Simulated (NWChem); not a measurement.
## Polarisability of hydrogen peroxide (H2O2)

```xyz
4

O     -0.2942     0.6453    -0.0547
O      0.2942    -0.6453    -0.0547
H      0.3673     1.1503     0.4376
H     -0.3673    -1.1503     0.4376
```
Charge 0, spin multiplicity 1.

Program: NWChem. All single points use one geometry, from PBE0/def2-SVP, a minimum by its harmonic frequencies. It is one conformer; others weren't searched.

Basis set: 6-31G*. The field's frequency is 0.0428 Ha (1065 nm). This basis has no diffuse functions, which lowers polarisabilities.

The correlated methods keep 2 core orbitals frozen. B3LYP has NWChem's definition, with VWN1-RPA local correlation. The Pople sets run with spherical d functions. Coupled-cluster values serve here as a point of comparison, not as the truth.

```tsv
method	isotropic polarisability (bohr³)
HF	9.60
PBE	9.42
PBE0	?
CCSD linear response	9.24
B3LYP	?
```

Question: What belongs in the gaps?

Answer: 
- PBE0, isotropic polarisability (bohr³): 9.35
- B3LYP, isotropic polarisability (bohr³): 9.40
